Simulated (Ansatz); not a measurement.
# 2H WS2

Method: PBE0-D4 (Ansatz, a quantum-chemistry and plane-wave program, PAW).

Cell: relaxed at this level.

interlayer binding energy: 31.5 meV/Å²
layer repeat distance: 6.077 Å
gap between the layers: 2.955 Å

Spin–orbit coupling is not included.

Computed values are for the static lattice.
